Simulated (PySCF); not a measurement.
**MgS⁺: from constants to spectrum**

BP86 constants of MgS⁺, ²Π (doublet), unpaired electrons π ↑ (basis Mg pcseg-2, S pcseg-2; no relativity; PySCF 2.14; masses 23.9850 and 31.9721 u):

* ωe: 454.0 cm⁻¹
* ωexe: 2.24 cm⁻¹
* Be: 0.23955 cm⁻¹
* αe: 0.00161 cm⁻¹
* De to Mg⁺ + S: 2.08 eV

Question: What force constant and bond length do these constants imply?

Answer: Reduced mass μred = 13.704 u; k = 5.8918×10⁻⁷·μred·ωe² (u, cm⁻¹, mdyn/Å) = 1.66 mdyn/Å; Re = √(16.8576/(μred·Be)) (u, cm⁻¹, Å) = 2.266 Å.

Question: Estimate the centrifugal constant D from the Kratzer relation and find the Dunham coefficient a1.

Answer: D = 4Be³/ωe² = 2.67e-07 cm⁻¹; a1 = −1 − αeωe/(6Be²) = -3.12.

For an ion De counts to the pair picked by the measured ionisation energies or electron affinities, which need not be the lowest pair at this level. The state is the lowest determinant that a PBE0 search found; another state may lie lower at other levels.
